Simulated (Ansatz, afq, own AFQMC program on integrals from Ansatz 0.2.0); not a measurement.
# BSiH₃ (triplet): quantum Monte Carlo beside coupled cluster at twist about Si1–B2 = 12.3°, cc-pVDZ

How near does AFQMC come to the top of the ladder for BSiH₃ (triplet)?

Method: cc-pVDZ, frozen cores; program: Ansatz 0.2.0, Gaussian basis, and an in-house AFQMC program (afq) on its integrals; all values are calculated.

Plan: PBE (unrestricted); r2SCAN (unrestricted); PBE0 (unrestricted); B3LYP (unrestricted); wB97M-V (unrestricted); B2PLYP (unrestricted); CCSD(T) on UHF; CCSDT(Q) on UHF; Phaseless AFQMC, CISD trial on UHF; Phaseless AFQMC, single-determinant trial on UHF; Free-projection AFQMC, CISD trial on UHF.

## Step 1: The geometry

The geometry derives from a PBE0/def2-TZVP stationary point (not a proven minimum). One half is turned about the bond named; the halves are rigid.

5 atoms, charge 0, spin multiplicity 3.

Atoms are counted from 1 here; the program's logs count them from 0.

Bond lengths: Si1–B2 1.937 Å, Si1–H3 1.498 Å, B2–H4 1.198 Å, B2–H5 1.192 Å. Angles: B2–Si1–H3 122.8°, Si1–B2–H4 117.0°, Si1–B2–H5 121.4°, H4–B2–H5 121.6°.

## Step 2: PBE (unrestricted)

in.yaml reads:

```yaml
crystal:
  periodic: [false, false, false]
  atoms:
    - {symbol: Si, position_ang: [-0.000251, -0.085899, 0.595823]}
    - {symbol: B, position_ang: [-0.000251, 0.089978, -1.333029]}
    - {symbol: H, position_ang: [-0.000251, 1.095032, 1.517692]}
    - {symbol: H, position_ang: [0.226968, 1.177233, -1.780603]}
    - {symbol: H, position_ang: [-0.217038, -0.843831, -2.041413]}
basis:
  gaussian: {orbitals: cc-pVDZ}
magnetization: {spin_polarized: true, initial_magnetization: 2}
hamiltonian: {xc: {name: PBE}}
output: {orbitals: {seedname: orbitals}}
```

The run is started by

```sh
$ ansatz run in.yaml --threads 1 --pin off --events-out ev --progress --plain --max-ram 1382MiB
```

Output:

```text
Functional definition: PBE
  name "PBE"
  cite "Perdew, Burke & Ernzerhof, Phys. Rev. Lett. 77, 3865 (1996) doi:10.1103/PhysRevLett.77.3865"
  parent pbe
  parameter kappa = 0.804
  parameter beta = 0.06672455060314922
  exchange = pbe_x(kappa = kappa, mu = beta*pi^2/3)
  correlation = pbe_c(beta = beta)
566 factors; their error is unknown
mean field evaluation 1: about -8589.4547 eV, gradient 2.3e1 eV
mean field evaluation 2: about -8561.5977 eV, gradient 5.1e1 eV
mean field evaluation 4: about -8593.9348 eV, gradient 2.7e0 eV
mean field evaluation 8: about -8594.0053 eV, gradient 5.5e-2 eV
mean field evaluation 16: about -8593.9857 eV, gradient 2.4e-5 eV
mean field -8593.98572438 eV, -315.8231501582 hartree, gradient 7.3e-6 eV, S^2 2.002905; 0 other end points of the search recorded, 0 dependent functions left out
reference -8593.98575564 eV, -315.8231513072 hartree; 12, 10 occupied and 35, 37 virtual orbitals, 566 factors
Total energy: -8593.98575564 eV, -315.8231513072 hartree
```

It took 0.87 s on 1 thread of Arm Neoverse V2, shared host.

From the report: ⟨S²⟩ of the determinant 2.003 (pure triplet: 2.00).

## Step 3: r2SCAN (unrestricted)

in.yaml, as its differences from that of step 2:

```diff
@@ -11,3 +11,2 @@
 magnetization: {spin_polarized: true, initial_magnetization: 2}
-hamiltonian: {xc: {name: PBE}}
-output: {orbitals: {seedname: orbitals}}
+hamiltonian: {xc: {name: r2SCAN}}
```

Same command.

Output:

```text
Functional definition: r2SCAN
  name "r2SCAN"
  cite "Furness, Kaplan, Ning, Perdew & Sun, J. Phys. Chem. Lett. 11, 8208 (2020) doi:10.1021/acs.jpclett.0c02405"
  cite "Furness, Kaplan, Ning, Perdew & Sun, J. Phys. Chem. Lett. 11, 9248 (2020) doi:10.1021/acs.jpclett.0c03077"
  parent r2scan
  parameter k0 = 0.174
  parameter k1 = 0.065
  parameter a1 = 4.9479
  exchange = r2scan_x(k0 = k0, k1 = k1, a1 = a1)
  correlation = r2scan_c
566 factors; their error is unknown
mean field evaluation 1: about -8594.6674 eV, gradient 2.0e1 eV
mean field evaluation 2: about -8587.4162 eV, gradient 3.3e1 eV
mean field evaluation 4: about -8598.2000 eV, gradient 1.3e0 eV
mean field evaluation 8: about -8598.2209 eV, gradient 3.3e-2 eV
mean field evaluation 16: about -8598.2011 eV, gradient 1.1e-4 eV
mean field -8598.20112144 eV, -315.9780631428 hartree, gradient 2.8e-5 eV, S^2 2.005924; 0 other end points of the search recorded, 0 dependent functions left out
reference -8598.20113169 eV, -315.9780635197 hartree; 12, 10 occupied and 35, 37 virtual orbitals, 566 factors
Total energy: -8598.20113169 eV, -315.9780635197 hartree
```

Run time: 2 s. Hardware: 1 thread of Arm Neoverse V2, shared host.

From the report: ⟨S²⟩ of the determinant 2.006 (pure triplet: 2.00).

## Step 4: PBE0 (unrestricted)

in.yaml, as its differences from that of step 3:

```diff
@@ -11,2 +11,3 @@
 magnetization: {spin_polarized: true, initial_magnetization: 2}
-hamiltonian: {xc: {name: r2SCAN}}
+hamiltonian: {xc: {name: PBE0}}
+output: {orbitals: {seedname: orbitals}}
```

The command is unchanged.

Output:

```text
Functional definition: PBE0
  name "PBE0"
  cite "Adamo & Barone, J. Chem. Phys. 110, 6158 (1999) doi:10.1063/1.478522"
  cite "Perdew, Burke & Ernzerhof, Phys. Rev. Lett. 77, 3865 (1996) doi:10.1103/PhysRevLett.77.3865"
  parent pbe
  parameter a = 0.25
  parameter kappa = 0.804
  parameter beta = 0.06672455060314922
  exchange = (1 - a)*pbe_x(kappa = kappa, mu = beta*pi^2/3) + a*exact_x
  correlation = pbe_c(beta = beta)
444 factors; integrals over basis functions are off by at most 1.4e-3 eV
mean field evaluation 1: about -8592.4893 eV, gradient 1.7e1 eV
mean field evaluation 2: about -8591.1367 eV, gradient 2.1e1 eV
mean field evaluation 4: about -8594.9838 eV, gradient 5.3e-1 eV
mean field evaluation 8: about -8595.0623 eV, gradient 6.8e-2 eV
mean field evaluation 16: about -8595.0625 eV, gradient 3.5e-5 eV
mean field -8595.06245507 eV, -315.8627192812 hartree, gradient 3.6e-5 eV, S^2 2.003458; 0 other end points of the search recorded, 0 dependent functions left out
reference -8595.06247850 eV, -315.8627201423 hartree; 12, 10 occupied and 35, 37 virtual orbitals, 444 factors
Total energy: -8595.06247850 eV, -315.8627201423 hartree
```

Run time: 1.1 s. Hardware: 1 thread of Arm Neoverse V2, shared host.

From the report: ⟨S²⟩ of the determinant 2.003 (pure triplet: 2.00).

## Step 5: B3LYP (unrestricted)

in.yaml, as its differences from that of step 4:

```diff
@@ -11,3 +11,2 @@
 magnetization: {spin_polarized: true, initial_magnetization: 2}
-hamiltonian: {xc: {name: PBE0}}
-output: {orbitals: {seedname: orbitals}}
+hamiltonian: {xc: {name: B3LYP}}
```

Same command.

Output (excerpt; [...] marks lines left out):

```text
Functional definition: B3LYP
  name "B3LYP"
  cite "Stephens, Devlin, Chabalowski & Frisch, J. Phys. Chem. 98, 11623 (1994) doi:10.1021/j100096a001"
  cite "Becke, Phys. Rev. A 38, 3098 (1988) doi:10.1103/PhysRevA.38.3098"
  cite "Lee, Yang & Parr, Phys. Rev. B 37, 785 (1988) doi:10.1103/PhysRevB.37.785"
  cite "Vosko, Wilk & Nusair, Can. J. Phys. 58, 1200 (1980) doi:10.1139/p80-159"
[...]
444 factors; integrals over basis functions are off by at most 1.4e-3 eV
[...]
mean field -8600.11326473 eV, -316.0483331127 hartree, gradient 3.5e-5 eV, S^2 2.002304; 0 other end points of the search recorded, 0 dependent functions left out
reference -8600.11347073 eV, -316.0483406829 hartree; 12, 10 occupied and 35, 37 virtual orbitals, 444 factors
Total energy: -8600.11347073 eV, -316.0483406829 hartree
```

Wall time 1.1 s (1 thread of Arm Neoverse V2, shared host).

From the report: ⟨S²⟩ of the determinant 2.002 (pure triplet: 2.00).

## Step 6: wB97M-V (unrestricted)

in.yaml, as its differences from that of step 5:

```diff
@@ -11,2 +11,3 @@
 magnetization: {spin_polarized: true, initial_magnetization: 2}
-hamiltonian: {xc: {name: B3LYP}}
+hamiltonian: {xc: {name: wB97M-V}}
+output: {orbitals: {seedname: orbitals}}
```

The command is unchanged.

Output (excerpt; [...] marks lines left out):

```text
Functional definition: wB97M-V
  name "wB97M-V"
  cite "Mardirossian & Head-Gordon, J. Chem. Phys. 144, 214110 (2016) doi:10.1063/1.4952647"
  cite "Becke, J. Chem. Phys. 107, 8554 (1997) doi:10.1063/1.475007"
  cite "Vydrov & Van Voorhis, J. Chem. Phys. 133, 244103 (2010) doi:10.1063/1.3521275"
  # Of w^i u^j: cxij and so on, Table III.
[...]
  gx(w, u) = 1 - cx + cx01*u + cx10*w
  gss(w, u) = css00 + css04*u^4 + css10*w + css20*w^2 + css43*w^4*u^3
  gos(w, u) = cos00 + cos10*w + (cos20 + cos21*u)*w^2 + (cos60 + cos61*u)*w^6
[...]
      + integral(e_c_pw_mod_opposite_spin*gos(b97_w_opposite, b97_u_opposite)) + vv10(b, c)
444 factors; integrals over basis functions are off by at most 1.4e-3 eV
169 factors; integrals over basis functions are off by at most 1.2e-5 eV
[...]
mean field -8597.97454558 eV, -315.9697366337 hartree, gradient 7.0e-5 eV, S^2 2.001481; 0 other end points of the search recorded, 0 dependent functions left out
reference -8597.97458009 eV, -315.9697379016 hartree; 12, 10 occupied and 35, 37 virtual orbitals, 444 factors
Total energy: -8597.97458009 eV, -315.9697379016 hartree
```

It took 5.5 s on 1 thread of Arm Neoverse V2, shared host.

From the report: ⟨S²⟩ of the determinant 2.001 (pure triplet: 2.00).

## Step 7: B2PLYP (unrestricted)

in.yaml, as its differences from that of step 6:

```diff
@@ -11,3 +11,3 @@
 magnetization: {spin_polarized: true, initial_magnetization: 2}
-hamiltonian: {xc: {name: wB97M-V}}
-output: {orbitals: {seedname: orbitals}}
+hamiltonian: {xc: {name: B2PLYP}}
+correlation: {electrons: outside_noble_gas}
```

The command is unchanged.

Output (excerpt; [...] marks lines left out):

```text
Functional definition: B2PLYP
  name "B2PLYP"
  cite "Grimme, J. Chem. Phys. 124, 034108 (2006) doi:10.1063/1.2148954"
  cite "Becke, Phys. Rev. A 38, 3098 (1988) doi:10.1103/PhysRevA.38.3098"
  cite "Lee, Yang & Parr, Phys. Rev. B 37, 785 (1988) doi:10.1103/PhysRevB.37.785"
[...]
444 factors; integrals over basis functions are off by at most 1.4e-3 eV
[...]
mean field -8593.48135739 eV, -315.8046150133 hartree, gradient 5.8e-6 eV, S^2 2.003980; 0 other end points of the search recorded, 0 dependent functions left out
6 core orbitals not correlated: weight in the atoms' cores, before any rotation towards them, 1.000 or more for the frozen orbitals, at most 0.000 for the correlated occupied ones
reference -8593.48148815 eV, -315.8046198186 hartree; 6, 4 occupied and 35, 37 virtual orbitals, 444 factors
second order -5.27875847 eV of doubles, -0.00000000 eV of singles
Total energy: -8594.90675294 eV, -315.8569973334 hartree
```

Wall time 1.3 s (1 thread of Arm Neoverse V2, shared host).

From the report: ⟨S²⟩ of the determinant 2.004 (pure triplet: 2.00).

## Step 8: CCSD(T) on UHF

in.yaml, as its differences from that of step 7:

```diff
@@ -11,3 +11,2 @@
 magnetization: {spin_polarized: true, initial_magnetization: 2}
-hamiltonian: {xc: {name: B2PLYP}}
-correlation: {electrons: outside_noble_gas}
+correlation: {method: ccsd_t, electrons: outside_noble_gas, hamiltonian_folder: ham}
```

Same command.

Output (excerpt; [...] marks lines left out):

```text
Functional definition: HF
  name "HF"
  cite "Fock, Z. Phys. 61, 126 (1930) doi:10.1007/BF01340294"
  parent pbe
[...]
444 factors; integrals over basis functions are off by at most 1.4e-3 eV
[...]
mean field -8578.92600113 eV, -315.2697155367 hartree, gradient 1.8e-6 eV, S^2 2.008206; 0 other end points of the search recorded, 0 dependent functions left out
6 core orbitals not correlated: weight in the atoms' cores, before any rotation towards them, 1.000 or more for the frozen orbitals, at most 0.000 for the correlated occupied ones
reference -8578.92600113 eV, -315.2697155367 hartree; 6, 4 occupied and 35, 37 virtual orbitals, 444 factors
second order -4.11388782 eV of doubles, -0.00000000 eV of singles
cycle   1  -4.83034877 eV  change   -7.2e-1 eV  update   6.8e-2
[...]
cycle  12  -5.12621514 eV  change   -2.3e-6 eV  update   6.5e-6
perturbative correction -0.14313371 eV, -0.0052600669 hartree
Total energy: -8584.19534999 eV, -315.4633605355 hartree
```

It took 0.9 s on 1 thread of Arm Neoverse V2, shared host.

From the report: ⟨S²⟩ of the determinant 2.008 (pure triplet: 2.00); correlation -5.2693 eV; T1 0.025; largest double amplitude 0.04.

This run also writes the integrals to the folder ham.

## Step 9: CCSDT(Q) on UHF

in.yaml, as its differences from that of step 8:

```diff
@@ -11,2 +11,2 @@
 magnetization: {spin_polarized: true, initial_magnetization: 2}
-correlation: {method: ccsd_t, electrons: outside_noble_gas, hamiltonian_folder: ham}
+correlation: {method: ccsdt_q, electrons: outside_noble_gas}
```

Same command.

Output (excerpt; [...] marks lines left out):

```text
Functional definition: HF
  name "HF"
  cite "Fock, Z. Phys. 61, 126 (1930) doi:10.1007/BF01340294"
  parent pbe
[...]
884 factors; integrals over basis functions are off by at most 2.1e-7 eV
[...]
mean field -8578.92602354 eV, -315.2697163603 hartree, gradient 2.2e-6 eV, S^2 2.008206; 0 other end points of the search recorded, 0 dependent functions left out
6 core orbitals not correlated: weight in the atoms' cores, before any rotation towards them, 1.000 or more for the frozen orbitals, at most 0.000 for the correlated occupied ones
reference -8578.92602354 eV, -315.2697163603 hartree; 6, 4 occupied and 35, 37 virtual orbitals, 884 factors
second order -4.11390639 eV of doubles, -0.00000000 eV of singles
cycle   1  -4.83033309 eV  change   -7.2e-1 eV  update   7.5e-2
[...]
cycle  17  -5.30451862 eV  change    1.5e-7 eV  update   9.0e-7
perturbative correction -0.00666353 eV, -0.0002448804 hartree
Total energy: -8584.23720570 eV, -315.4648987046 hartree
```

It took 30 s on 1 thread of Arm Neoverse V2, shared host; peak memory 0.39 GiB.

From the report: ⟨S²⟩ of the determinant 2.008 (pure triplet: 2.00); correlation -5.3112 eV; T1 0.027; largest double amplitude 0.05.

## Step 10: Phaseless AFQMC, CISD trial on UHF

It reads the integrals that the CCSD(T) run on this determinant wrote.

The run is started by

```sh
$ afq ham --method phaseless --trial cisd --walkers 60 --populations 1 --least-time 40 --time-step 0.005 --steps-per-block 50 --equilibration-blocks 28 --max-blocks 300 --target-error 0.00038 --factor-cut 1e-05 --start spin_pure --seed 8910 --release-times 0.24,0.51,0.99,1.62,2.4 --release-step 0.03 --release-every 4 --taylor-order 6
```

Output:

```text
orbitals 41  electrons 6 4  factors 320 of 444
reference energy -315.26971554 Eh
CCSD correlation -0.18838457 Eh in 12 cycles, weight of the determinant in the CISD state 0.8831
energy of the start -315.457914 Eh
 block  time / (1/Eh)  mean weight  energy / Eh
     1     0.250  0.9994  -315.455880
     2     0.500  1.0025  -315.456045
     3     0.750  0.9989  -315.458802
     4     1.000  0.9993  -315.461133
     5     1.250  0.9999  -315.460684
     6     1.500  0.9992  -315.459562
     7     1.750  0.9989  -315.461778
     8     2.000  0.9983  -315.462909
     9     2.250  1.0000  -315.463863
    10     2.500  0.9968  -315.468393
    13     3.250  0.9986  -315.468272
    17     4.250  0.9978  -315.464275
    21     5.250  0.9999  -315.462402
    25     6.250  1.0012  -315.469272
    29     7.250  1.0009  -315.462398
    33     8.250  1.0003  -315.464270
    37     9.250  1.0014  -315.462431
    41    10.250  1.0010  -315.459635
    45    11.250  1.0002  -315.461554
    49    12.250  1.0004  -315.467566
    53    13.250  1.0001  -315.466607
    57    14.250  0.9986  -315.462338
    61    15.250  1.0010  -315.464109
    65    16.250  0.9970  -315.466431
    69    17.250  1.0013  -315.466028
    73    18.250  0.9987  -315.462750
    77    19.250  0.9993  -315.464973
    81    20.250  0.9995  -315.467409
    85    21.250  0.9995  -315.468253
    89    22.250  0.9993  -315.466961
    93    23.250  0.9999  -315.462224
    97    24.250  0.9994  -315.461666
   101    25.250  0.9987  -315.466707
   105    26.250  1.0028  -315.459869
   109    27.250  0.9999  -315.466875
   113    28.250  0.9993  -315.461498
   117    29.250  0.9987  -315.463223
   121    30.250  0.9998  -315.462159
   125    31.250  0.9997  -315.467328
   129    32.250  1.0013  -315.462807
   133    33.250  0.9992  -315.464821
   137    34.250  1.0012  -315.465889
   141    35.250  0.9972  -315.464921
   145    36.250  0.9996  -315.464661
   149    37.250  0.9997  -315.467207
   153    38.250  0.9991  -315.463355
   157    39.250  1.0026  -315.461167
   161    40.250  1.0004  -315.460322
   165    41.250  0.9998  -315.464396
   169    42.250  0.9988  -315.463685
   173    43.250  1.0002  -315.462693
   177    44.250  0.9990  -315.466431
   181    45.250  0.9996  -315.472990
   185    46.250  0.9995  -315.463414
blocks merged  error / Eh  count
     1  0.000230  160
     2  0.000295  80
     4  0.000337  40
     8  0.000322  20
    16  0.000381  10
released: time / (1/Eh)  energy / Eh  error  mean overlap
  0.24  -315.465095  0.000458  0.9929
  0.51  -315.465371  0.000372  0.9780
  0.99  -315.465806  0.000414  0.9557
  1.62  -315.465368  0.000382  0.9521
  2.40  -315.465785  0.000527  0.9308
energy -315.464376 +/- 0.000337 Eh
```

Run time: 4.1 min. Hardware: 1 thread of Arm Neoverse V2, shared host.

Energy -8584.2230 ± 0.0092 eV. Caveats: constraint bias not in the error.

## Step 11: Phaseless AFQMC, single-determinant trial on UHF

It reads the integrals that the CCSD(T) run on this determinant wrote.

The run is started by

```sh
$ afq ham --method phaseless --trial hf --walkers 120 --populations 1 --least-time 40 --time-step 0.005 --steps-per-block 20 --equilibration-blocks 112 --max-blocks 600 --target-error 0.00114 --factor-cut 1e-05 --start spin_pure --seed 2568 --taylor-order 6
```

Output:

```text
orbitals 41  electrons 6 4  factors 320 of 444
reference energy -315.26971554 Eh
CCSD correlation -0.18838457 Eh in 12 cycles, weight of the determinant in the CISD state 0.8831
energy of the start -315.269816 Eh
 block  time / (1/Eh)  mean weight  energy / Eh
     1     0.100  1.0009  -315.300784
     2     0.200  0.9987  -315.328122
     3     0.300  1.0008  -315.348413
     4     0.400  1.0022  -315.371183
     5     0.500  1.0003  -315.378405
     6     0.600  1.0002  -315.389397
     7     0.700  1.0027  -315.396383
     8     0.800  1.0004  -315.402280
     9     0.900  0.9991  -315.419986
    10     1.000  0.9998  -315.432236
    18     1.800  0.9995  -315.458537
    35     3.500  0.9991  -315.454160
    52     5.200  1.0001  -315.456950
    69     6.900  0.9999  -315.475606
    86     8.600  0.9987  -315.461283
   103    10.300  0.9987  -315.438691
   120    12.000  0.9996  -315.469726
   137    13.700  0.9998  -315.468904
   154    15.400  1.0002  -315.463357
   171    17.100  1.0020  -315.483750
   188    18.800  0.9988  -315.454842
   205    20.500  1.0014  -315.476125
   222    22.200  1.0000  -315.457764
   239    23.900  1.0007  -315.471340
   256    25.600  1.0020  -315.485789
   273    27.300  0.9997  -315.466152
   290    29.000  1.0008  -315.446313
   307    30.700  0.9994  -315.449722
   324    32.400  1.0005  -315.471087
   341    34.100  1.0001  -315.467700
   358    35.800  1.0006  -315.461663
   375    37.500  1.0005  -315.468499
   392    39.200  0.9994  -315.443463
   409    40.900  0.9985  -315.440627
   426    42.600  0.9997  -315.479986
   443    44.300  0.9991  -315.474113
   460    46.000  1.0004  -315.464024
   477    47.700  0.9997  -315.473651
   494    49.400  0.9988  -315.470844
   511    51.100  0.9988  -315.468731
   528    52.800  1.0000  -315.472308
   545    54.500  0.9999  -315.457352
   562    56.200  1.0004  -315.469110
   579    57.900  1.0007  -315.456733
   596    59.600  0.9988  -315.452888
   613    61.300  0.9995  -315.480578
   630    63.000  1.0000  -315.449989
   647    64.700  1.0005  -315.459421
   664    66.400  0.9991  -315.445568
   681    68.100  1.0009  -315.475472
blocks merged  error / Eh  count
     1  0.000459  570
     2  0.000614  285
     4  0.000801  142
     8  0.001003  71
    16  0.001110  35
    32  0.000998  17
    64  0.000767  8
energy -315.464571 +/- 0.001110 Eh
```

It took 3.9 min on 1 thread of Arm Neoverse V2, shared host.

Energy -8584.2283 ± 0.0302 eV. Caveats: constraint bias not in the error.

## Step 12: Free-projection AFQMC, CISD trial on UHF

It reads the integrals that the CCSD(T) run on this determinant wrote.

The run is started by

```sh
$ afq ham --method free --trial cisd --walkers 60 --time-step 0.03 --max-blocks 80 --target-error 0.00038 --factor-cut 1e-05 --seed 6941 --times 0,0.21,0.42,0.81,1.2,1.8,2.4,3 --taylor-order 8
```

Output:

```text
orbitals 41  electrons 6 4  factors 320 of 444
reference energy -315.26971554 Eh
CCSD correlation -0.18838457 Eh in 12 cycles, weight of the determinant in the CISD state 0.8831
repeat  energy at the last time / Eh  error
    10  -315.464222  0.000809
    20  -315.464969  0.000602
    30  -315.464578  0.000437
    40  -315.464728  0.000436
    50  -315.464784  0.000384
time / (1/Eh)  energy / Eh  error  mean overlap
  0.00  -315.458004  0.000118  1.1310
  0.21  -315.460514  0.000120  1.1259
  0.42  -315.461782  0.000135  1.1287
  0.81  -315.463436  0.000226  1.1149
  1.20  -315.464079  0.000228  1.1117
  1.80  -315.464260  0.000255  1.1164
  2.40  -315.464916  0.000273  1.1094
  3.00  -315.464796  0.000378  1.1022
energy -315.464796 +/- 0.000378 Eh
```

Run time: 2.5 min. Hardware: 1 thread of Arm Neoverse V2, shared host.

Energy -8584.2344 ± 0.0103 eV. Caveats: remainder of the start not in the error.

## Step 13: All levels side by side

On the UHF determinant, counted from CCSDT(Q) (a yardstick, not exact):

```tsv
level	energy (eV)	from CCSDT(Q) (meV)	statistical error (meV)	time
HF	-8578.9260	+5311.2		
MP2	-8583.0399	+1197.3		
CCSD	-8584.0522	+185.0		
CCSD(T)	-8584.1953	+41.9		
CCSDT(Q)	-8584.2372	0.0		
Phaseless AFQMC, CISD trial, step 0.005, 60 walkers	-8584.2230	+14.2	9.2	4.1 min
Phaseless AFQMC, single-determinant trial, step 0.005, 120 walkers	-8584.2283	+8.9	30.2	3.9 min
Free-projection AFQMC, CISD trial, step 0.03, 60 walkers	-8584.2344	+2.8	10.3	2.5 min
```

The functionals' totals stand on their own zeros and serve differences with other points: PBE -8593.986 eV; r2SCAN -8598.201 eV; PBE0 -8595.062 eV; B3LYP -8600.113 eV; wB97M-V -8597.975 eV; B2PLYP -8594.907 eV.

## Step 14: What came out

```
                                                      quantity            value
                                  CCSD(T) on UHF from CCSDT(Q)        +41.9 meV
              Phaseless AFQMC, CISD trial on UHF from CCSDT(Q)  +14.2 ± 9.2 meV
Phaseless AFQMC, single-determinant trial on UHF from CCSDT(Q)  +8.9 ± 30.2 meV
        Free-projection AFQMC, CISD trial on UHF from CCSDT(Q)  +2.8 ± 10.3 meV
```

**Reading.** On UHF the phaseless walk with the CISD trial lies +14.2 meV from CCSDT(Q), within three error bars. Free projection has no constraint; at the last time it gives +2.8 ± 10.3 meV, and from a start that isn't spin pure other spins can mix in. Error bars are statistical and leave out the constraint, the time step and what remains of the start.
